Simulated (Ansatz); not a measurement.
```yaml
crystal:
  periodic: [false, false, false]
  atoms:
    - {symbol: W, position_ang: [0.000000, 0.000000, 0.000000]}
    - {symbol: H, position_ang: [1.059218, 1.062101, 1.060359]}
    - {symbol: H, position_ang: [-1.062926, -1.057995, 1.060754]}
    - {symbol: H, position_ang: [-1.058191, 1.059015, -1.064464]}
    - {symbol: H, position_ang: [1.061899, -1.063121, -1.056649]}
basis:
  gaussian: {orbitals: def2-TZVP}
magnetization: {spin_polarized: true, initial_magnetization: 2}
hamiltonian: {xc: pbe0}
relax: {f_tol: 0.004, max_steps: 80}
```

```sh
$ ansatz run in.yaml --threads 1 --pin off --events-out ev --progress --plain --max-ram 2176MiB
```

Steps of the relaxation (energy above the last step; positions in Å, forces in eV/Å):

```
5
step 1, 452.7 meV
W     0.000    0.000    0.000    0.000    0.000    0.000
H     1.059    1.062    1.060   -0.903   -0.905   -0.904
H    -1.063   -1.058    1.061    0.906    0.902   -0.904
H    -1.058    1.059   -1.064    0.902   -0.902    0.907
H     1.062   -1.063   -1.057   -0.905    0.906    0.900
```

```
5
step 2, 128.0 meV
W     0.000    0.000    0.000    0.000    0.000    0.000
H     0.947    0.949    0.948    0.616    0.618    0.617
H    -0.950   -0.946    0.948   -0.619   -0.616    0.617
H    -0.946    0.947   -0.951   -0.616    0.616   -0.619
H     0.949   -0.950   -0.944    0.618   -0.619   -0.615
```

```
5
step 3, 7.6 meV
W     0.000    0.000    0.000    0.000    0.000    0.000
H     0.974    0.976    0.975    0.142    0.142    0.142
H    -0.977   -0.973    0.975   -0.142   -0.142    0.142
H    -0.973    0.973   -0.978   -0.142    0.142   -0.143
H     0.976   -0.977   -0.971    0.142   -0.142   -0.141
```

```
5
step 4, 0.0 meV
W     0.000    0.000    0.000    0.000    0.000    0.000
H     0.983    0.985    0.984    0.001    0.001    0.001
H    -0.986   -0.982    0.984   -0.001   -0.001    0.001
H    -0.982    0.982   -0.988   -0.001    0.001   -0.001
H     0.985   -0.986   -0.980    0.001   -0.001   -0.001
```

Close pairs at the end: W1–H5 1.704 Å, W1–H2 1.704 Å, W1–H4 1.704 Å, W1–H3 1.704 Å.

A stationary point of unrestricted PBE0 after 4 steps, with ⟨S²⟩ = 2.021 against 2.00 for a pure state; no frequencies were run, so it isn't proven a minimum. 14 s on 1 thread of Arm Neoverse V1, shared host.
